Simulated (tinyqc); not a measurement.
Ways to converge the cycle: SCF convergence aids in the sto-3g basis, for H2O, spin multiplicity 1. Computed by the program tinyqc with PySCF. 

Geometry (angstrom):
```
atom,x,y,z
O,0.0000,0.0000,0.0000
H,0.0000,0.8130,0.6190
H,0.0000,-0.8670,0.6600
```

lowest restricted solution found by these runs and by PySCF = -74.953262 hartree

RHF with one setting changed at a time; a run stops when the energy changes by less than 1e-09 hartree and the error matrix is below 1e-5. The start is the core Hamiltonian. Damping d keeps d of the old density; a shift (hartree) raises the virtual levels; DIIS n extrapolates F over n matrices.

Largest element of the error matrix X^T (FDS - SDF) X:
```
iteration,plain,damping 0.3,damping 0.6,shift 0.4,DIIS 3,DIIS 8
1,6.3e-01,6.3e-01,6.3e-01,6.3e-01,6.3e-01,6.3e-01
2,2.0e-01,1.8e-01,4.0e-01,2.6e-01,2.0e-01,2.0e-01
3,4.3e-02,7.5e-02,2.4e-01,3.9e-02,4.0e-02,4.0e-02
4,1.2e-02,3.4e-02,1.4e-01,7.4e-03,6.9e-03,6.9e-03
5,4.7e-03,1.7e-02,9.1e-02,2.7e-03,2.3e-03,2.0e-03
6,2.0e-03,9.8e-03,6.0e-02,1.5e-03,4.1e-04,1.7e-04
8,4.2e-04,3.3e-03,2.7e-02,5.0e-04,4.4e-06,9.3e-07
10,9.3e-05,1.1e-03,1.2e-02,1.9e-04,-,-
14,4.5e-06,1.5e-04,3.4e-03,2.8e-05,-,-
20,-,9.5e-06,6.9e-04,-,-,-
30,-,-,5.3e-05,-,-,-
```

How each run ends:
```
run,iterations,E (hartree),state
plain,14,-74.95326,lowest found
damping 0.3,21,-74.95326,lowest found
damping 0.6,43,-74.95326,lowest found
shift 0.4,17,-74.95326,lowest found
DIIS 3,8,-74.95326,lowest found
DIIS 8,8,-74.95326,lowest found
```

6 of 6 runs reach the lowest restricted solution found, in 8 to 43 iterations (fastest: DIIS 3, DIIS 8). Plain steps already contract here, so damping only slows them. DIIS 3 and DIIS 8 gain by cancelling the error over several earlier matrices, much as a quasi-Newton step does.
